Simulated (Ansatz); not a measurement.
Cost and result for the atomization energy of C$_{3}$H$_{6}$F$_{2}$O (`CC(F)OCF`) (12 atoms, 11 bonds).

| atom | x (Å) | y (Å) | z (Å) |
| --- | --- | --- | --- |
| C1 | 0.239 | 1.297 | 1.209 |
| C2 | 0.138 | 0.539 | -0.078 |
| F3 | -0.673 | 1.232 | -0.962 |
| O4 | -0.436 | -0.702 | 0.174 |
| C5 | -0.375 | -1.593 | -0.875 |
| F6 | 0.899 | -2.101 | -1.002 |
| H7 | 0.629 | 2.297 | 1.021 |
| H8 | -0.750 | 1.374 | 1.664 |
| H9 | 0.907 | 0.774 | 1.894 |
| H10 | 1.103 | 0.422 | -0.583 |
| H11 | -0.634 | -1.122 | -1.828 |
| H12 | -1.047 | -2.417 | -0.634 |

Charge 0, multiplicity 1. Geometry: relaxed with PBE0-D4/def2-TZVP. It is one conformer, not always the lowest. Program: Ansatz. All runs use 4 threads of a server CPU on a shared host. Times are those of one run each, without the atoms' runs, and a repeat can differ threefold. Electronic energies, without spin–orbit coupling; frozen cores. CCSD(T)/CBS adds CCSD(T) − MP2 in def2-TZVPP to the MP2 limit, and its time is that of the two runs behind it. T1 = 0.011. B3LYP takes the VWN-RPA correlation (the form of Gaussian; ORCA's B3LYP/G).

CCSD(T)/CBS is a level of theory with its own doubt, some kJ/mol a heavy atom from the limit and from the frozen cores, so smaller differences don't rank the functionals.

```
                             level  functions  wall time  atomization (kJ/mol)  difference from CCSD(T)/CBS  per bond
   PBE-D4/def2-TZVPP (with forces)        270      2.4 s                4865.1                        137.9      12.5
                PBE0-D4/def2-TZVPP        270      2.8 s                4745.3                         18.1       1.6
r2SCAN-D4/def2-TZVPP (with forces)        270      3.7 s                4743.8                         16.6       1.5
 B3LYP-D4/def2-TZVPP (with forces)        270      3.9 s                4716.3                        -10.9      -1.0
                 B2PLYP/def2-TZVPP        270      5.5 s                4678.8                        -48.4      -4.4
                ωB97X-V/def2-TZVPP        270      6.5 s                4739.2                         12.0       1.1
  ωB97M-V/def2-TZVPP (with forces)        270        9 s                4741.9                         14.7       1.3
                    MP2/def2-QZVPP        522       24 s                4788.2                         61.0       5.5
                CCSD(T)/def2-TZVPP        270    4.1 min                4609.8                       -117.4     -10.7
                 CCSD(T)/CBS(def2)          –    4.5 min                4727.2                          0.0       0.0
```

The D4 term adds +28.9 kJ/mol with B3LYP and +15.2 kJ/mol with PBE0; it sums over pairs of atoms, weighted by their polarisabilities, and B3LYP, whose exchange is more repulsive, gets the larger term. From PBE to PBE0 (25 % exact exchange), in def2-TZVPP and without D4, the atomization energy moves by −116.7 kJ/mol: exact exchange takes away binding that semilocal exchange gives to molecules. In def2-TZVPP, CCSD(T) changes the Hartree–Fock value by +1221.9 kJ/mol (the triples alone add +74.6 kJ/mol) and MP2 by +1331.3 kJ/mol; breaking electron pairs costs correlation energy, which Hartree–Fock lacks.
